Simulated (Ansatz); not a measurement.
A calculation on tetragonal perovskite BaTiO3 (room-temperature form, which distorts further on cooling) returned lattice constant a 4.008 Å, lattice parameter c 4.152 Å, equilibrium volume per atom 13.34 Å³/atom.

For reference: lattice constant a 3.994 Å (measured, 300 K, no zero-point or thermal correction; as tabulated in Wikipedia's data pages); lattice parameter c 4.034 Å (measured, 300 K, not corrected to a static lattice; as tabulated in Wikipedia's data pages).

Which level of theory produced these numbers?
A. rVV10 (Ansatz, a program for electronic structure)
B. PBE-D4 (Ansatz)
C. PBE+SOC (Ansatz)
D. r²SCAN+SOC (Ansatz)

A, rVV10 (Ansatz)

The others give: PBE+SOC 3.985 Å, 4.202 Å, 13.35 Å³/atom; r²SCAN+SOC 3.972 Å, 4.113 Å, 12.98 Å³/atom; PBE-D4 3.973 Å, 4.121 Å, 13.01 Å³/atom.

Unless a cell is named, each level is at its own relaxed cell (PBE+SOC 13.35, PBE-D4 13.01, r²SCAN+SOC 12.98, rVV10 13.34 Å³/atom).

Caveats: the relaxation could not lower the start's symmetry, so the cell can be a saddle point above a distorted one (PBE+SOC, r²SCAN+SOC, PBE-D4, rVV10). Ansatz's density-functional and Hartree–Fock values are scalar-relativistic unless marked +SOC, with PAW data made under PBE.
